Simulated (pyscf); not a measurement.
HO–Ga(F)–F (SMILES [OH][Ga]([F])[F]) + H• (SMILES [H]) → •O–Ga(F)–F (SMILES [O][Ga]([F])[F]) + H₂ (SMILES [H][H]), a hydrogen abstraction (doublet surface; H–O broken, H–H formed). Single points on ωB97X-D3(BJ)/def2-SVP structures (PySCF, gas phase). Energies in kcal/mol from the separated reactants.

Small-basis levels: PySCF, no dispersion term, spherical d functions. Open shells are spin-unrestricted. 

### Question
In single points BP86/6-31G*+LANL2DZ puts the saddle at 9.4 kcal/mol and the reaction energy at +12.0 kcal/mol. Should these be trusted to within a few kcal/mol? Compare with ωB97M-D3(BJ)/def2-TZVP.

### Answer
ωB97M-D3(BJ)/def2-TZVP gives ΔE‡ = 18.5 kcal/mol and ΔE = +16.2 kcal/mol. BP86/6-31G*+LANL2DZ lies 9.0 kcal/mol under it in the barrier and 4.1 kcal/mol under it in the reaction energy, so on this step it does not hold to within 3.0 kcal/mol. At BP86/6-31G*+LANL2DZ this geometry lies under one side, so its ΔE‡ may be no barrier of that level. ωB97M-D3(BJ)/def2-TZVP has limits of its own. One saddle was located; it need not be the lowest between these sides. The angle at the transferred H is 152°. In the def2 sets elements up to Kr have no core potential.
